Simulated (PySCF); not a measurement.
SiN: a composite coupled-cluster calculation

State: ²Σ⁺, doublet, unpaired electrons σ ↑. De refers to Si + N. ROHF-based CCSD(T) in PySCF 2.14 with Si cc-pV(T+d)Z, N cc-pVTZ and Si cc-pV(Q+d)Z, N cc-pVQZ (frozen core orbitals: 6; no relativity). Correlation energies are extrapolated as n⁻³ (n = 3, 4), Hartree–Fock as (n+1)·exp(−9√n). CV is the change on freezing 1 orbitals instead, in Si cc-pwCVTZ, N cc-pwCVTZ. SR is the spin-free X2C energy in Si cc-pVTZ-DK, N cc-pVTZ-DK less the non-relativistic one in Si cc-pVTZ, N cc-pVTZ.

```
            Level  Re (Å)  ωe (cm⁻¹)  ωexe (cm⁻¹)  αe (cm⁻¹)  De (eV)
       CCSD(T)/TZ  1.5848     1132.5         6.36    0.00544    4.280
       CCSD(T)/QZ  1.5799     1144.0         6.35    0.00544    4.504
           HF/CBS  1.5320     1315.1         5.25    0.00463    1.169
          MP2/CBS  1.5868     1101.1         6.87    0.00586    4.671
         CCSD/CBS  1.5639     1205.2         5.68    0.00500    4.215
      CCSD(T)/CBS  1.5774     1151.9         6.29    0.00540    4.636
   CCSD(T)/CBS+CV  1.5729     1157.6         6.30    0.00542    4.666
CCSD(T)/CBS+CV+SR  1.5725     1156.6         6.31    0.00543    4.658
```

Question: How much is left between CCSD(T)/QZ and the basis-set limit, and how much do the triples give at the limit?

Answer: CCSD(T)/CBS less CCSD(T)/QZ: -2.5 mÅ in Re, +7.9 cm⁻¹ in ωe and +0.132 eV in De. CCSD(T)/CBS less CCSD/CBS: +13.5 mÅ in Re, -53.3 cm⁻¹ in ωe and +0.421 eV in De.

Question: What do the later terms add?

Answer: CV: -4.5 mÅ in Re, +5.7 cm⁻¹ in ωe and +0.030 eV in De; SR: -0.4 mÅ in Re, -1.0 cm⁻¹ in ωe and -0.008 eV in De, each against the row above.

The T1 diagnostic is 0.064, large enough to doubt a single reference. The state was picked by a PBE0 search and need not be the measured ground state. Spin–orbit coupling, excitations beyond (T) and corrections to the Born–Oppenheimer picture are left out.

The whole job (state search and all basis sets along the bond) took about 18 min on 4 threads of Arm Neoverse V2 (shared host), peak memory 9.3 GiB.
